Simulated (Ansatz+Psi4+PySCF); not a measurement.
**doublet Al₃: levels of theory in one basis**

```yaml
atoms:
  - { symbol: Al, position_ang: [1.4500, 0.0000, 0.0000] }
  - { symbol: Al, position_ang: [-0.7250, 1.2557, 0.0000] }
  - { symbol: Al, position_ang: [-0.7250, -1.2557, 0.0000] }
```

Basis set: cc-pV(T+d)Z (spherical functions). Correlated methods keep 15 orbitals frozen. Correlation on ROHF uses semicanonical orbitals with singles. Charge 0, multiplicity 2.

Computed with Ansatz (development build ahead of 0.2.0) and Psi4 1.11; each method stands on the lowest determinant of its kind that the runs found.

| method | E − E(ROHF) (eV) | <S²> of the determinant |
| --- | --- | --- |
| ROHF | 0.00 | 0.75 |
| UHF | -0.62 | 1.92 |
| UHF-MP2 | -4.96 | 1.92 |
| UHF-CCSD | -5.99 | 1.92 |
| UHF-CCSD(T) | -6.47 | 1.92 |

What does ROHF-MP2 give on the same scale?

-5.75 eV.

Is a single determinant a sound starting point here?

It is doubtful. Unrestricted orbitals lower Hartree–Fock by 0.62 eV and <S²> is 1.92 where a pure state has 0.75, a sign of strong static correlation.

Caution for ROHF, ROHF-MP2: an unrestricted determinant lies well below. Caution for UHF, UHF-MP2, UHF-CCSD, UHF-CCSD(T): the unrestricted determinant is a mixture of spin states; the determinant breaks the point group. Caution for UHF-MP2, UHF-CCSD, UHF-CCSD(T): large amplitudes, a single reference is doubtful.
